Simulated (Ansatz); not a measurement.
Program: Ansatz.

input.yaml

```yaml
crystal:
  periodic: [false, false, false]
  atoms:
    - { symbol: Si, position_ang: [-0.051666, 0.010763, -0.373907] }
    - { symbol: H, position_ang: [-0.292949, -0.225223, 1.084062] }
    - { symbol: C, position_ang: [1.790114, 0.005611, -0.753295] }
    - { symbol: H, position_ang: [2.243951, -0.95918, -0.47785] }
    - { symbol: H, position_ang: [1.970904, 0.173027, -1.826733] }
    - { symbol: H, position_ang: [2.304846, 0.799837, -0.190724] }
    - { symbol: H, position_ang: [-0.661941, 1.326233, -0.743998] }
    - { symbol: H, position_ang: [-0.75319, -1.060822, -1.148762] }
    - { symbol: C, position_ang: [0.044453, -0.017345, 3.981376] }
    - { symbol: H, position_ang: [-0.552026, -0.929201, 4.030603] }
    - { symbol: H, position_ang: [1.132324, -0.078631, 3.94144] }
    - { symbol: H, position_ang: [0.098334, 0.110763, -0.373907] }
magnetization:
  spin_polarized: true
  initial_magnetization: 1
basis:
  gaussian: { orbitals: def2-SVP }
hamiltonian:
  xc: pbe0
  dispersion: d4
neb:
  order_check: false
  images: 5
  f_tol: 0.05
  max_iterations: 8
  spring: 20.0
  final_atoms:
    - { symbol: Si, position_ang: [-0.20734334, -0.04561464, -0.76509704] }
    - { symbol: H, position_ang: [-0.24097698, -0.07841267, 2.40434659] }
    - { symbol: C, position_ang: [1.66571281, -0.03147043, -0.55758917] }
    - { symbol: H, position_ang: [2.03555592, -1.02950233, -0.27873107] }
    - { symbol: H, position_ang: [2.15907713, 0.26825756, -1.49755746] }
    - { symbol: H, position_ang: [1.96539818, 0.67800181, 0.22882159] }
    - { symbol: H, position_ang: [-0.74451259, 1.31433897, -1.09181847] }
    - { symbol: H, position_ang: [-0.65341412, -1.02992568, -1.8036692] }
    - { symbol: C, position_ang: [0.10186756, -0.02438234, 3.44726056] }
    - { symbol: H, position_ang: [-0.29341048, -0.88421873, 4.00414451] }
    - { symbol: H, position_ang: [1.19943646, -0.04330382, 3.47433513] }
    - { symbol: H, position_ang: [-0.26089055, 0.9061313, 3.90375306] }
  initial_path: idpp
```

Run as:

```bash
$ ansatz run input.yaml --threads 4 --pin off --max-ram 5120MiB --backend cpu --events-out ev --progress --plain --runs-dir out
```

Q: What happens when this is run, and what is wrong with the input?

A: The last atom was typed 0.18 Å from the first. The program accepted the input, but its numbers aren't properties of this system. The run was cut off at its time limit.

```
WARN: NEB end point (image 0): max|allowed force component| = 3.672e3 eV/Å (the criterion of neb.relax_end_points is 1.000e-2). That is over neb.f_tol: it is no minimum, so the barrier can be far off. Relax it first
NEB end point (image 6): max|allowed force component| = 2.466e-2 eV/Å (the criterion of neb.relax_end_points is 1.000e-2)
NEB iter   1: max|band force component| = 3.076e1 eV/Å  barrier→ = 0.0000 eV  barrier← = 458.2253 eV  Δτ_max = 0.2000 Å  (1131 SCF iters)
NEB iter   2: max|band force component| = 8.883e0 eV/Å  barrier→ = 0.0000 eV  barrier← = 458.2253 eV  Δτ_max = 0.2000 Å  (319 SCF iters)
NEB iter   3: max|band force component| = 6.972e0 eV/Å  barrier→ = 0.0000 eV  barrier← = 458.2253 eV  Δτ_max = 0.2000 Å  (269 SCF iters)
NEB iter   4: max|band force component| = 1.695e1 eV/Å  barrier→ = 0.0000 eV  barrier← = 458.2253 eV  Δτ_max = 0.1004 Å  (255 SCF iters)
NEB iter   5: max|band force component| = 4.837e0 eV/Å  barrier→ = 0.0000 eV  barrier← = 458.2253 eV  Δτ_max = 0.2000 Å  (224 SCF iters)
NEB iter   6: max|band force component| = 3.952e0 eV/Å  barrier→ = 0.0000 eV  barrier← = 458.2253 eV  Δτ_max = 0.2000 Å  (181 SCF iters)
NEB iter   7: max|band force component| = 3.738e0 eV/Å  barrier→ = 0.0000 eV  barrier← = 458.2253 eV  Δτ_max = 0.1035 Å  (167 SCF iters)
NEB iter   8: max|band force component| = 2.945e0 eV/Å  barrier→ = 0.0000 eV  barrier← = 458.2253 eV  Δτ_max = 0.1007 Å  (140 SCF iters)
Error: SIGTERM received: run cancelled behind 790 evaluations of the mean field
```
